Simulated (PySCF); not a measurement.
EPR parameters of C3H7FN

Compound: C3H7FN (doublet state).
SMILES with atom numbers: `[NH:1][CH2:2][CH2:3][CH2:4][F:5]` (hydrogens: H6 on N1; H7, H8 on C2; H9, H10 on C3; H11, H12 on C4)

Cartesian coordinates in Å at the GFN2-xTB level; atoms count from 1:
```
atom  x, y, z in Å
N1     1.573   -1.200   -0.169
C2     1.073   -0.108    0.533
C3    -0.061    0.705   -0.103
C4    -1.342   -0.118   -0.140
F5    -2.345    0.589   -0.755
H6     1.316   -1.181   -1.154
H7     0.789   -0.463    1.537
H8     1.929    0.567    0.724
H9     0.211    0.988   -1.124
H10   -0.237    1.618    0.468
H11   -1.210   -1.043   -0.712
H12   -1.694   -0.355    0.870
```

The hyperfine couplings belong to this conformer and change with its torsions.

Computed, not measured: UKS B3LYP, pcH-1 on C F H N, non-relativistic, mean-field spin-orbit, GIAO (PySCF). One conformer (not necessarily the lowest) at the GFN2-xTB geometry, without solvent, vibrations or thermal averaging. The geometry wasn't refined by DFT: couplings that depend on bond lengths, twists or pyramidal angles can differ widely from those at the functional's own minimum. No stability test was run, so a lower SCF solution isn't excluded.

* g1, g2, g3: 2.00218, 2.00376, 2.00779
* g_iso: 2.00458
* Form of g: rhombic: the two nearest values differ by 28 % of g3 − g1
* ⟨S²⟩: 0.7535 (exact 0.7500)
* α and β electrons: 21, 20
* HOMO–LUMO gap, α and β orbitals: 8.35, 4.60 eV
* Total energy: -273.07198 Eh

Isotropic coupling and dipolar principal values T1 to T3, in 10⁻⁴ cm⁻¹ (1 × 10⁻⁴ cm⁻¹ = 2.998 MHz):

```csv
atom,isotope,a_iso,T1,T2,T3,Mulliken spin population
N1,14N,10.4,-14.5,-14.2,28.7,0.96
C2,13C,-12.5,-1.7,0.4,1.3,-0.08
C3,13C,0.9,-0.6,-0.3,0.9,0.01
C4,13C,-0.6,-0.4,0.1,0.3,0.00
F5,19F,0.3,-1.1,-0.8,1.9,0.00
H6,1H,-19.7,-17.5,-2.9,20.4,-0.03
H7,1H,33.5,-2.2,-1.5,3.8,0.04
H8,1H,74.8,-2.6,-1.0,3.6,0.10
H9,1H,-0.5,-1.0,-1.0,2.0,0.00
H10,1H,-0.9,-0.8,-0.6,1.4,0.00
H11,1H,1.1,-1.3,-0.9,2.2,0.00
H12,1H,0.3,-0.6,-0.5,1.1,0.00
```

The largest Mulliken spin populations are on N1 (+0.96), H8 (+0.10) and C2 (-0.08). N1 is the only atom above +0.15.

Under fast tumbling the dipolar parts average out, and these isotropic splittings remain: 2 × 1H (H7/H8, I = 1/2, 3 lines) with 5.79 mT, 1 × 1H (H6, I = 1/2, 2 lines) with 2.10 mT, 1 × 14N (N1, I = 1, 3 lines) with 1.11 mT, 2 × 1H (H11/H12, I = 1/2, 3 lines) with 0.07 mT, 2 × 1H (H9/H10, I = 1/2, 3 lines) with 0.07 mT and 1 × 19F (F5, I = 1/2, 2 lines) with 0.04 mT.

Nuclei that the bonding pattern makes equivalent are averaged, as if the motion that swaps them (rotation, inversion, ring flip) were fast. The 1H value of +162.4 MHz is a mean of couplings from 100.4 to 224.4 MHz in this one geometry, not an average over conformers.

The 13C coupling of C2 (-37.6 MHz) shows only in satellite lines or after enrichment, since that isotope makes up about 1.07 % of natural carbon.

The spin density at the nucleus, in bohr⁻³, is negative for C2 (-0.0335), H6 (-0.0132) and C4 (-0.0015), for instance. A restricted open-shell determinant has no negative spin density anywhere; here it arises because α and β orbitals differ (spin polarisation).
